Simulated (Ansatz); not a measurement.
Relaxation of the cluster Al₃⁺ with RKS PBE0-D4/def2-TZVP.

```sh
$ ansatz run in.yaml --threads 2 --pin off --events-out ev --progress --plain --max-ram 4352MiB
```

```yaml
crystal:
  periodic: [false, false, false]
  atoms:
    - {symbol: Al, position_ang: [1.199550, 0.455280, -0.921040]}
    - {symbol: Al, position_ang: [-1.476120, 0.039880, -0.552390]}
    - {symbol: Al, position_ang: [0.276570, -0.495160, 1.473430]}
basis:
  gaussian: {orbitals: def2-TZVP}
total_charge: 1
hamiltonian: {xc: pbe0, dispersion: d4}
scf: {lower_state_search: "off"}
output: {orbitals: {seedname: orbitals}}
relax: {f_tol: 0.02, max_steps: 100}
```

It took 4 s on 2 threads of Arm Neoverse V2 on a shared host.

Positions (Å) and forces (eV/Å) at steps 1, 2, 3, 4 of 4:

```xyz
3
step=1 energy=-19772.7701 eV
Al    1.200    0.455   -0.921   -0.621   -0.238    0.482
Al   -1.476    0.040   -0.552    0.758   -0.020    0.282
Al    0.277   -0.495    1.473   -0.138    0.258   -0.765
3
step=2 energy=-19772.9079 eV
Al    1.142    0.433   -0.876   -0.264   -0.100    0.202
Al   -1.407    0.038   -0.527    0.326   -0.009    0.122
Al    0.265   -0.471    1.402   -0.061    0.109   -0.324
3
step=3 energy=-19772.9252 eV
Al    1.124    0.426   -0.861   -0.089   -0.034    0.070
Al   -1.384    0.037   -0.518    0.109   -0.003    0.041
Al    0.260   -0.464    1.380   -0.020    0.037   -0.110
3
step=4 energy=-19772.9272 eV
Al    1.116    0.423   -0.855   -0.002   -0.001    0.002
Al   -1.374    0.037   -0.515    0.002    0.000    0.001
Al    0.259   -0.460    1.370    0.000    0.001   -0.003
```

The restricted singlet is unstable: a solution with broken spin symmetry lies lower. At PBE0-D4/def2-TZVP a triplet of charge 1 lies 0.40 eV below the restricted singlet, each at its own geometry. The structure comes from a short search, and lower isomers may exist.
